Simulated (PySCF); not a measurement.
**One shape, several levels: S2F2 (Difluorodisulfane)**

We compute a comparison of 6 runs (HF/3-21G, HF/cc-pVTZ, SVWN5/6-31G, B3LYP/6-31G*, PBE/cc-pVTZ) of S2F2 (Difluorodisulfane). 

Program for the calculation: PySCF 2.14.0.

## 1. The structure to begin with

S2F2 has 4 atoms, charge 0, and is taken as a singlet. SMILES: `FSSF`. The coordinates come from a GFN2-xTB relaxation.

Bond lengths: F1–S2 1.695 Å, S2–S3 1.921 Å, S3–F4 1.694 Å. Angles: F1–S2–S3 106.1°, S2–S3–F4 105.9°.

## 2. Energy and forces at HF/3-21G (run 1)

input.py reads:

```python
import pyscf.grad
from pyscf import gto

mol = gto.Mole()
mol.atom = '''
F     -1.807340    -0.221690    -0.627860
S     -0.459150     0.805490    -0.623660
S      1.055580    -0.303530    -0.217800
F      1.210900    -0.280260     1.469320
'''
mol.basis = '3-21g'
mol.verbose = 4
mol.max_memory = 1860
mol.build()

calc0 = mol.RHF()
calc0.conv_tol = 1e-10
calc0.kernel()
if not calc0.converged:
    calc0 = calc0.newton().run(calc0.mo_coeff, calc0.mo_occ)

e_final = calc0.e_tot
print('Final energy', e_final)
grad = calc0.Gradients().kernel()
calc0.analyze()
```

The run is started by

```bash
$ OMP_NUM_THREADS=1 python input.py
```

What it wrote:

```text
PySCF version 2.14.0

[INPUT] num. atoms = 4
[INPUT] num. electrons = 50
[INPUT] charge = 0
[INPUT] spin (= nelec alpha-beta = 2S) = 0
[INPUT] symmetry False subgroup None
[INPUT] Mole.unit = angstrom
[INPUT] Symbol           X                Y                Z      unit          X                Y                Z       unit  Magmom
[INPUT]  1 F     -1.807340000000  -0.221690000000  -0.627860000000 AA   -3.415377613971  -0.418933384555  -1.186483444569 Bohr   0.0
[INPUT]  2 S     -0.459150000000   0.805490000000  -0.623660000000 AA   -0.867667750094   1.522155496076  -1.178546594846 Bohr   0.0
[INPUT]  3 S      1.055580000000  -0.303530000000  -0.217800000000 AA    1.994757102568  -0.573588570589  -0.411582349930 Bohr   0.0
[INPUT]  4 F      1.210900000000  -0.280260000000   1.469320000000 AA    2.288269364236  -0.529614643671   2.776612389346 Bohr   0.0

nuclear repulsion = 224.834004697258
number of shells = 24
number of NR pGTOs = 84
number of NR cGTOs = 44
basis = 3-21g
ecp = {}

[... 42 lines left out ...]
Final energy -988.7967114147616
[... 15 lines left out ...]
Two-electron Coulomb Energy =          675.517153075901433
[... 6 lines left out ...]
MO #4   energy= -26.1755543360228  occ= 2
[... 4 lines left out ...]
MO #9   energy= -6.71174153228939  occ= 2
[... 4 lines left out ...]
MO #14  energy= -1.58015522593578  occ= 2
[... 4 lines left out ...]
MO #19  energy= -0.678704314192262 occ= 2
[... 4 lines left out ...]
MO #24  energy= -0.446396885268716 occ= 2
[... 4 lines left out ...]
MO #29  energy= 0.53869771729736   occ= 0
[... 4 lines left out ...]
MO #34  energy= 0.700633421499897  occ= 0
[... 4 lines left out ...]
MO #39  energy= 2.25716277795064   occ= 0
[... 4 lines left out ...]
MO #44  energy= 3.62533845350714   occ= 0
[... 12 lines left out ...]
pop of  1 S 2s            1.99982
pop of  1 S 3s            1.79120
pop of  1 S 4s            0.00725
pop of  1 S 2px           1.99973
pop of  1 S 2py           1.99982
pop of  1 S 2pz           1.99996
pop of  1 S 3px           0.78591
pop of  1 S 3py           1.17555
pop of  1 S 3pz           1.84983
pop of  1 S 4px           0.01667
pop of  1 S 4py           0.00601
pop of  1 S 4pz           0.00314
pop of  2 S 1s            1.99999
pop of  2 S 2s            1.99982
pop of  2 S 3s            1.79112
pop of  2 S 4s            0.00722
pop of  2 S 2px           1.99987
pop of  2 S 2py           1.99992
pop of  2 S 2pz           1.99972
pop of  2 S 3px           1.36912
pop of  2 S 3py           1.68133
pop of  2 S 3pz           0.76047
pop of  2 S 4px           0.01070
pop of  2 S 4py           0.00531
pop of  2 S 4pz           0.00979
pop of  3 F 1s            1.99991
pop of  3 F 2s            1.92608
pop of  3 F 3s            0.00277
pop of  3 F 2px           1.97550
pop of  3 F 2py           1.99049
pop of  3 F 2pz           1.46762
pop of  3 F 3px           0.00078
pop of  3 F 3py           0.00061
pop of  3 F 3pz           0.00170
 ** Mulliken atomic charges  **
charge of    0F =     -0.36524
charge of    1S =      0.36511
charge of    2S =      0.36560
charge of    3F =     -0.36547
Dipole moment(X, Y, Z, Debye):  1.05696,  0.88402, -1.48832
```

Run time: 3.3 s. Hardware: 1 thread of Intel Xeon at 2.50GHz (Skylake/Cascade Lake), shared host; peak memory 0.12 GiB.

## 3. Energy and forces at HF/cc-pVTZ (run 2)

job.py reads:

```python
from pyscf import gto

mol = gto.M(
    atom=[
    ('F', (-1.807340, -0.221690, -0.627860)),
    ('S', (-0.459150, 0.805490, -0.623660)),
    ('S', (1.055580, -0.303530, -0.217800)),
    ('F', (1.210900, -0.280260, 1.469320)),
],
    verbose=3,
    max_memory=1860,
    basis='cc-pvtz',
    charge=0,
)

mf = mol.RHF()
mf.conv_tol = 1e-10
mf.kernel()
if not mf.converged:
    mf = mf.newton().run(mf.mo_coeff, mf.mo_occ)

etot = mf.e_tot
print(f'total energy: {etot:.8f} hartree')
grad = mf.nuc_grad_method().kernel()
dip = mf.dip_moment()
pop, q = mf.mulliken_pop()
```

The run is started by

```bash
$ OMP_NUM_THREADS=1 python job.py
```

What it wrote:

```text
converged SCF energy = -993.985203638617
total energy: -993.98520364 hartree
[... 7 lines left out ...]
Dipole moment(X, Y, Z, Debye):  1.14482,  0.95730, -1.60707
[... 94 lines left out ...]
pop of  2 S 4f-1          0.00691
pop of  2 S 4f+0          0.01267
pop of  2 S 4f+1          0.00783
pop of  2 S 4f+2          0.00053
pop of  2 S 4f+3          0.00175
pop of  3 F 1s            1.95005
pop of  3 F 2s            1.07744
pop of  3 F 3s            0.26498
pop of  3 F 4s            0.65006
pop of  3 F 2px           0.55318
pop of  3 F 2py           0.55976
pop of  3 F 2pz           0.40820
pop of  3 F 3px           0.87166
pop of  3 F 3py           0.87814
pop of  3 F 3pz           0.70566
pop of  3 F 4px           0.51476
pop of  3 F 4py           0.51204
pop of  3 F 4pz           0.40924
pop of  3 F 3dxy          0.00000
pop of  3 F 3dyz          0.00009
pop of  3 F 3dz^2         0.00031
pop of  3 F 3dxz          0.00009
pop of  3 F 3dx2-y2       0.00000
pop of  3 F 4dxy          0.00004
pop of  3 F 4dyz          0.00215
pop of  3 F 4dz^2         0.00651
pop of  3 F 4dxz          0.00222
pop of  3 F 4dx2-y2       0.00003
pop of  3 F 4f-3          0.00000
pop of  3 F 4f-2          0.00000
pop of  3 F 4f-1          0.00007
pop of  3 F 4f+0          0.00022
pop of  3 F 4f+1          0.00008
pop of  3 F 4f+2          0.00000
pop of  3 F 4f+3          0.00000
 ** Mulliken atomic charges  **
charge of    0F =     -0.36724
charge of    1S =      0.36711
charge of    2S =      0.36711
charge of    3F =     -0.36698
```

It took 60 s on 1 thread of Intel Xeon at 2.50GHz (Skylake/Cascade Lake), shared host; peak memory 0.38 GiB.

Run 3 isn't shown in full; the table further down has it.

## 4. Energy and forces at B3LYP/6-31G(d) (spherical functions) (run 4)

job.py reads:

```python
from pyscf import gto, dft

mol = gto.M(
    atom='''
F     -3.415378    -0.418933    -1.186483
S     -0.867668     1.522155    -1.178547
S      1.994757    -0.573589    -0.411582
F      2.288269    -0.529615     2.776612
''',
    charge=0,
    basis='6-31g*',
    max_memory=1860,
    unit='bohr',
    verbose=4,
)

calc0 = dft.RKS(mol)
calc0.xc = 'b3lyp'
calc0.grids.level = 5
calc0.conv_tol = 1e-10
calc0.kernel()
if not calc0.converged:
    calc0 = calc0.newton().run(calc0.mo_coeff, calc0.mo_occ)

energy = calc0.e_tot
print('Final energy', energy)
grad = calc0.nuc_grad_method().kernel()
dip = calc0.dip_moment()
pop, q = calc0.mulliken_pop()
```

The run is started by

```bash
$ OMP_NUM_THREADS=1 python job.py
```

What it wrote:

```text
PySCF version 2.14.0

[INPUT] num. atoms = 4
[INPUT] num. electrons = 50
[INPUT] charge = 0
[INPUT] spin (= nelec alpha-beta = 2S) = 0
[INPUT] symmetry False subgroup None
[INPUT] Mole.unit = bohr
[INPUT] Symbol           X                Y                Z      unit          X                Y                Z       unit  Magmom
[INPUT]  1 F     -1.807340204278  -0.221689796502  -0.627859764744 AA   -3.415378000000  -0.418933000000  -1.186483000000 Bohr   0.0
[INPUT]  2 S     -0.459150132245   0.805489737488  -0.623660214398 AA   -0.867668000000   1.522155000000  -1.178547000000 Bohr   0.0
[INPUT]  3 S      1.055579945723  -0.303530227234  -0.217799814825 AA    1.994757000000  -0.573589000000  -0.411582000000 Bohr   0.0
[INPUT]  4 F      1.210899807255  -0.280260188561   1.469319793967 AA    2.288269000000  -0.529615000000   2.776612000000 Bohr   0.0

nuclear repulsion = 224.83401661812
number of shells = 28
number of NR pGTOs = 156
number of NR cGTOs = 64
basis = 6-31g*
ecp = {}

[... 55 lines left out ...]
converged SCF energy = -995.992477162254
Final energy -995.9924771622537
[... 11 lines left out ...]
Dipole moment(X, Y, Z, Debye):  0.91372,  0.76390, -1.28370
[... 30 lines left out ...]
pop of  1 S 3dz^2         0.01393
pop of  1 S 3dxz          0.01910
pop of  1 S 3dx2-y2       0.03576
pop of  2 S 1s            1.99970
pop of  2 S 2s            1.99678
pop of  2 S 3s            1.44116
pop of  2 S 4s            0.45378
pop of  2 S 2px           1.98949
pop of  2 S 2py           1.99101
pop of  2 S 2pz           1.98569
pop of  2 S 3px           1.01687
pop of  2 S 3py           1.15529
pop of  2 S 3pz           0.63270
pop of  2 S 4px           0.28513
pop of  2 S 4py           0.42239
pop of  2 S 4pz           0.13426
pop of  2 S 3dxy          0.01938
pop of  2 S 3dyz          0.02126
pop of  2 S 3dz^2         0.04483
pop of  2 S 3dxz          0.02925
pop of  2 S 3dx2-y2       0.01052
pop of  3 F 1s            1.99727
pop of  3 F 2s            0.94137
pop of  3 F 3s            1.04394
pop of  3 F 2px           1.17588
pop of  3 F 2py           1.19217
pop of  3 F 2pz           0.89419
pop of  3 F 3px           0.75816
pop of  3 F 3py           0.76211
pop of  3 F 3pz           0.59222
pop of  3 F 3dxy          0.00007
pop of  3 F 3dyz          0.00297
pop of  3 F 3dz^2         0.00680
pop of  3 F 3dxz          0.00307
pop of  3 F 3dx2-y2       0.00005
 ** Mulliken atomic charges  **
charge of    0F =     -0.37020
charge of    1S =      0.36995
charge of    2S =      0.37052
charge of    3F =     -0.37027
```

Wall time 44 s (1 thread of Intel Xeon at 2.50GHz (Skylake/Cascade Lake), shared host); peak memory 0.63 GiB.

Run 5 isn't shown in full; the table further down has it.

## 5. Energy and forces at PBE/cc-pVTZ (run 6)

calc.py reads:

```python
# Difluorodisulfane
import pyscf.grad
from pyscf import gto, dft

molecule = gto.Mole()
molecule.atom = '''
F       -1.807340      -0.221690      -0.627860
S       -0.459150       0.805490      -0.623660
S        1.055580      -0.303530      -0.217800
F        1.210900      -0.280260       1.469320
'''
molecule.basis = 'cc-pvtz'
molecule.verbose = 3
molecule.charge = 0
molecule.max_memory = 1860
molecule.build()

calc0 = dft.RKS(molecule)
calc0.xc = 'pbe'
calc0.grids.level = 5
calc0.conv_tol = 1e-10
calc0.kernel()
if not calc0.converged:
    calc0 = calc0.newton().run(calc0.mo_coeff, calc0.mo_occ)

energy = calc0.e_tot
print(f'total energy: {energy:.8f} hartree')
grad = calc0.Gradients().kernel()
calc0.analyze()
```

The run is started by

```bash
$ OMP_NUM_THREADS=1 python calc.py
```

What it wrote:

```text
converged SCF energy = -995.640732592786
[... 15 lines left out ...]
MO #7   energy= -5.81131657757813  occ= 2
[... 10 lines left out ...]
MO #18  energy= -0.436790415270101 occ= 2
[... 10 lines left out ...]
MO #29  energy= 0.161438792934746  occ= 0
[... 10 lines left out ...]
MO #40  energy= 0.377950459855622  occ= 0
[... 10 lines left out ...]
MO #51  energy= 0.827436733643006  occ= 0
[... 10 lines left out ...]
MO #62  energy= 1.4736217294452    occ= 0
[... 10 lines left out ...]
MO #73  energy= 1.70207371339012   occ= 0
[... 10 lines left out ...]
MO #84  energy= 2.12386180524284   occ= 0
[... 10 lines left out ...]
MO #95  energy= 3.58338500395432   occ= 0
[... 10 lines left out ...]
MO #106 energy= 6.7246590188703    occ= 0
[... 10 lines left out ...]
MO #117 energy= 8.09846981233198   occ= 0
[... 10 lines left out ...]
MO #128 energy= 10.5065319152049   occ= 0
[... 5 lines left out ...]
Dipole moment(X, Y, Z, Debye):  0.84042,  0.70253, -1.17894
```

Wall time 1.9 min (1 thread of Intel Xeon at 2.50GHz (Skylake/Cascade Lake), shared host); peak memory 1.4 GiB.

## 6. Overview of the runs

```tsv
run	level	integration grid	Cartesian functions	energy (Eh)	dipole moment (D)	HOMO energy (eV)	LUMO energy (eV)	wall time
1	HF/3-21G	–	no	-988.796711	2.03	-11.94	2.44	3.3 s
2	HF/cc-pVTZ	–	no	-993.985204	2.19	-11.86	1.97	60 s
3	SVWN5/6-31G	5	no	-991.859896	1.89	-7.34	-3.35	21 s
4	B3LYP/6-31G* (spherical functions)	5	no	-995.992477	1.75	-8.13	-2.00	44 s
5	B3LYP/6-31G* (Cartesian functions)	5	yes	-996.000460	1.74	-8.13	-2.03	41 s
6	PBE/cc-pVTZ	5	no	-995.640733	1.61	-7.23	-3.04	1.9 min
```

## 7. What came out

```
                       quantity          value
            run 6: total energy  -995.64073 Eh
           run 6: dipole moment         1.61 D
             run 6: HOMO energy       -7.23 eV
             run 6: LUMO energy       -3.04 eV
           run 6: HOMO–LUMO gap        4.20 eV
run 6: largest force on an atom     0.550 eV/Å
```

**Reading.** The dipole moment (its size) runs from 1.61 D (PBE/cc-pVTZ) to 2.19 D (HF/cc-pVTZ). The HOMO–LUMO gap runs from 3.99 eV (SVWN5/6-31G) to 14.38 eV (HF/3-21G). The two ends differ in method and basis. Totals of different functionals can't be ranked against each other. All runs together took 4.7 min, the longest 1.9 min.
